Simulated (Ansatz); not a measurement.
in.yaml

```yaml
crystal:
  periodic: [false, false, false]
  atoms:
    - {symbol: B, position_ang: [-0.264080, 0.000000, 1.037658]}
    - {symbol: Al, position_ang: [0.042748, 0.000000, -0.846334]}
    - {symbol: H, position_ang: [-0.073907, 0.000000, 2.205361]}
    - {symbol: H, position_ang: [0.295239, 0.000000, -2.396686]}
basis:
  gaussian: {orbitals: cc-pVDZ}
magnetization: {spin_polarized: true, initial_magnetization: 2}
correlation: {method: ccsd_t, electrons: outside_noble_gas}
```

```sh
$ ansatz run in.yaml --threads 1 --pin off --events-out ev --progress --plain --max-ram 2393MiB
```

Output:

```
401 factors; integrals over basis functions are off by at most 9.5e-4 eV
mean field evaluation 1: about -7282.0176 eV, gradient 9.2e0 eV
mean field evaluation 2: about -7282.0618 eV, gradient 9.2e0 eV
mean field evaluation 4: about -7283.1269 eV, gradient 1.1e0 eV
mean field evaluation 8: about -7283.1505 eV, gradient 2.3e-3 eV
mean field evaluation 16: about -7283.0746 eV, gradient 1.2e0 eV
mean field evaluation 32: about -7280.6167 eV, gradient 1.5e-1 eV
mean field evaluation 64: about -7279.9327 eV, gradient 1.2e0 eV
mean field evaluation 96: about -7280.2967 eV, gradient 3.0e-1 eV
mean field -7283.15051590 eV, -267.6508447626 hartree, gradient 3.1e-6 eV, S^2 2.016300; 3 other end points of the search recorded, 0 dependent functions left out
determinant -7283.15051590 eV, -267.6508447626 hartree, with singles and doubles -7287.18484476 eV, -267.7991036135 hartree
determinant -7280.62427591 eV, -267.5580071555 hartree, with singles and doubles -7284.37432386 eV, -267.6958188757 hartree
determinant -7280.35275334 eV, -267.5480288850 hartree, with singles and doubles -7284.13041770 eV, -267.6868554894 hartree
determinant -7279.95157582 eV, -267.5332858831 hartree, with singles and doubles -7283.91775865 eV, -267.6790404136 hartree
6 core orbitals not correlated: weight in the atoms' cores, before any rotation towards them, 1.000 or more for the frozen orbitals, at most 0.000 for the correlated occupied ones
reference -7283.15051590 eV, -267.6508447626 hartree; 5, 3 occupied and 31, 33 virtual orbitals, 401 factors
second order -3.20660307 eV of doubles, -0.00000000 eV of singles
cycle   1  -4.03443074 eV  change   -1.0e-4 eV  update   5.9e-4
cycle   2  -4.03450305 eV  change   -7.2e-5 eV  update   4.1e-4
cycle   3  -4.03450930 eV  change   -6.2e-6 eV  update   2.0e-4
cycle   4  -4.03447393 eV  change    3.5e-5 eV  update   6.6e-5
cycle   5  -4.03451930 eV  change   -4.5e-5 eV  update   1.8e-5
cycle   6  -4.03453714 eV  change   -1.8e-5 eV  update   7.9e-6
cycle   7  -4.03453387 eV  change    3.3e-6 eV  update   3.5e-6
perturbative correction -0.12961325 eV, -0.0047631990 hartree
Total energy: -7287.31466302 eV, -267.8038743466 hartree
```

For the same geometry and basis UCCSDT(Q) lies 44.1 meV lower.

Ran on 1 thread of Intel Xeon Platinum 8488C, shared host: 1.3 s wall, 0.11 GiB peak host memory.
